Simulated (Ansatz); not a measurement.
**What each rung costs, and what it gives**

Saddle point of CH8AlN, closed shell (CH₆AlN ([CH3][NH][AlH2]) + H₂ → CH₅N ([CH3][NH2]) + AlH₃ (still joined by a long Al–N bond); bonds formed: Al1–H7, N2–H6; bonds broken: H6–H7; bonds weakened to dative contacts: Al1–N2), PBE0-D4/def2-TZVP structure:

```xyz
11
angstrom
Al -1.1954 0.9465 -0.0730
N 0.0542 -0.3388 0.5356
C 0.8777 -1.1395 -0.3524
H -2.3078 1.3143 0.9943
H -1.3760 1.0228 -1.6461
H 0.4601 1.0371 0.5819
H 0.2597 1.9719 0.3446
H -0.0874 -0.7780 1.4346
H 1.1408 -0.5486 -1.2345
H 0.3622 -2.0383 -0.7103
H 1.8119 -1.4490 0.1253
```

Barriers are electronic and count from the start structure reached by relaxing down the imaginary mode.

Program: Ansatz 0.2.0. Basis: as named in each row. Cores are frozen in the correlated methods. B3LYP uses VWN-RPA correlation. Extrapolation: Hartree–Fock as exp(−7.88 √X), correlation as X^−2.97.

Times are rough, for one single point on 2 threads of a shared host (Intel Xeon Platinum 8375C).

The estimate by CCSD(T) at an estimated basis limit (MP2 extrapolated from triple and quadruple zeta, plus CCSD(T) − MP2 in triple zeta) is 0.932 eV.

```
      method       basis  time (s)  barrier (eV)  method less estimate
          HF      STO-3G   under 1         1.693                 0.761
      PBE-D4      STO-3G   under 1         0.736                -0.196
       SPW92    def2-SVP   under 1         0.296                -0.636
    B3LYP-D4       6-31G   under 1         1.038                 0.106
      PBE-D4    def2-SVP         1         0.571                -0.361
     PBE0-D4    def2-SVP         1         0.641                -0.292
       SPW92  def2-TZVPP         2         0.403                -0.530
     CCSD(T)    def2-SVP         2         0.875                -0.057
      PBE-D4  def2-TZVPP         3         0.681                -0.251
CAM-B3LYP-D4  def2-TZVPP         3         0.879                -0.054
     BLYP-D4  def2-TZVPP         3         0.846                -0.086
    B3LYP-D4  def2-TZVPP         4         0.877                -0.055
    BHLYP-D4  def2-TZVPP         4         0.966                 0.033
     PBE0-D4  def2-TZVPP         4         0.742                -0.191
     wB97M-V    def2-SVP         4         0.760                -0.172
   r2SCAN-D4  def2-TZVPP         4         0.722                -0.211
  RPA on PBE  def2-TZVPP         6         0.943                 0.011
  r2SCAN0-D4  def2-TZVPP         6         0.781                -0.152
      B2PLYP  def2-TZVPP         7         0.924                -0.008
    PBE-QIDH  def2-TZVPP         7         0.835                -0.097
      B97M-V  def2-TZVPP         8         0.783                -0.149
     wB97X-V  def2-TZVPP         8         0.891                -0.041
     wB97M-V  def2-TZVPP        10         0.914                -0.018
         MP2  def2-QZVPP        20         0.924                -0.008
     CCSD(T)  def2-TZVPP        55         0.940                 0.008
```

All methods are single points on the PBE0-D4 structures.

The T1 diagnostic stays at or below 0.013.

Labels in which every atom is bracketed show which atoms are joined, not bond orders.
